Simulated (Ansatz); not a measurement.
This Ansatz (an electronic-structure program) input (PBE/def2-SV(P)) gives -343.15272 Eh with 26 basis functions. A basis named .json is the Basis Set Exchange file of that set (core-valence sets with the plain set on hydrogen).

Ansatz 0.2 input:
```yaml
crystal:
  periodic: [false, false, false]
  atoms:
    - {symbol: P, position_ang: [0.00000000, 0.00000000, 0.00000000]}
    - {symbol: H, position_ang: [0.01153407, 1.31627200, -0.47059855]}
    - {symbol: H, position_ang: [1.13540986, -0.67067869, -0.46389931]}
    - {symbol: H, position_ang: [-1.14728752, -0.65050087, -0.46340908]}
    - {symbol: H, position_ang: [0.00034359, 0.00490756, 1.39790694]}
basis:
  gaussian:
    orbitals: def2-SV_P_.json
hamiltonian:
  xc: {name: PBE}
total_charge: 1
magnetization: {spin_polarized: false}
```

Change:
```diff
- orbitals: def2-SV_P_.json
+ orbitals: pcseg-3.json
```

Question: What does the run give now?

Answer: -343.30017 Eh (PBE/pcseg-3, 196 functions), a change of -147.45 mEh.
